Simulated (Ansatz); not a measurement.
A nudged elastic band was laid between two geometries of AlClH2 + H2 (6 atoms, charge 0, multiplicity 1).

These are results of Ansatz 0.2.0, RKS B3LYP/def2-SVP, not measurements.

```
movable images  : 7
climbing image  : yes
spring          : 5.0 eV/Å²
optimiser       : lbfgs
start path      : through a guess of the saddle point
force threshold : 0.03 eV/Å
iteration limit : 60
end points      : relaxed
largest step    : 0.5 Å
```

Initial state:

```xyz
6
Properties=species:S:1:pos:R:3
Al 0.003 0.149 0.214
Cl -0.016 0.812 2.234
H 1.398 0.050 -0.510
H -1.386 -0.033 -0.508
H 0.080 -2.246 0.507
H 0.066 -1.998 1.229
```

Final state:

```xyz
6
Properties=species:S:1:pos:R:3
Al 0.021 -0.454 -0.360
Cl 0.008 -0.035 2.361
H 1.373 0.321 -0.662
H -1.376 0.237 -0.662
H 0.069 -2.028 -0.115
H 0.048 -1.306 2.603
```

(1) Which bonds break or form, and what moves?

(2) Give the energies along the band, and the barrier.

(3) What is the geometry of the highest image?

## Answers

(1) Bonds broken: Al1–Cl2, H5–H6. Bonds formed: Al1–H5, Cl2–H6. AlClH2 + H2 becomes AlClH4.

(2) It converged. The highest image is number 5 of 0 to 8, 132.0 kJ/mol above the first end and 10.1 kJ/mol above the last; the last end lies 121.9 kJ/mol above the first. Another band between the same ends (7 images) ends at a top of the same energy, where a vibrational analysis finds 1 clearly imaginary mode. The orbitals stay closed-shell, which can raise the energy where a bond breaks towards radicals; this wasn't checked here.

```csv
image,path coordinate (Å),energy (kJ/mol),Al1–Cl2 (Å),H5–H6 (Å),Al1–H5 (Å)
0,0.00,0.0,2.13,0.76,2.41
1,0.32,2.5,2.14,0.77,2.27
2,0.64,16.0,2.17,0.78,2.10
3,0.96,52.8,2.25,0.82,1.90
4,1.27,111.0,2.40,1.02,1.75
5,1.59,132.0,2.56,1.36,1.65
6,1.98,128.2,2.72,1.82,1.61
7,2.37,124.1,2.73,2.29,1.60
8,2.75,121.9,2.75,2.81,1.59
```

(3) 
```xyz
6
Properties=species:S:1:pos:R:3
Al 0.019 -0.378 -0.143
Cl 0.013 -0.008 2.390
H 1.412 0.158 -0.654
H -1.402 0.086 -0.648
H 0.059 -1.893 0.514
H 0.044 -1.231 1.705
```

Time of the run: 4.3 min on 1 thread of Arm Neoverse V1 (shared host), peak memory 0.11 GiB.
